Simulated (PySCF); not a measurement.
## Ionisation energy of Ne by level of theory

Ne [Ne] (1S) → Ne⁺ [He] 2s2 2p5 (2P), as a difference of total energies. Calculation: PySCF 2.14, in aug-cc-pwCVTZ (7s6p4d2f, 59 functions); the non-relativistic Hamiltonian (point nucleus). Correlated levels: valence: 1s2 frozen. The calculations carry no spin-orbit coupling.

```tsv
method	ionisation energy (eV)	error (eV)
UHF	19.688	-1.909
MP2 (valence)	21.670	+0.073
SCS-MP2 (valence)	21.522	-0.075
CCSD (valence)	21.393	-0.204
CCSD(T) (valence)	21.465	-0.132
```

Reference: 21.597 eV (measured; NIST levels, between the centres of gravity of the two terms).

Errors of the correlated levels include the incompleteness of this basis and the frozen core.
